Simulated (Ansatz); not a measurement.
# Solid bromine: elastic constant C44 by level of theory

No measured value is used here.

```json
[
 {"level (code)": "LDA (Ansatz)", "value (GPa)": "47.3", "cell (Å³/atom)": "27.50"},
 {"level (code)": "PBEsol (Ansatz)", "value (GPa)": "33.6", "cell (Å³/atom)": "30.91"},
 {"level (code)": "r²SCAN (Ansatz)", "value (GPa)": "20.5", "cell (Å³/atom)": "33.09"}
]
```

LDA: LDA has no dispersion term either, though it tends to give short spacings of layers, chains or molecules. PBEsol, r²SCAN: the cell comes from a level without a dispersion term, which matters for the spacing of layers, chains or molecules. Each level is taken at its own relaxed cell. Cutoffs differ between the levels. Ansatz's density-functional and Hartree–Fock values are scalar-relativistic unless marked +SOC, with PAW data made under PBE.

Ansatz is a first-principles code.
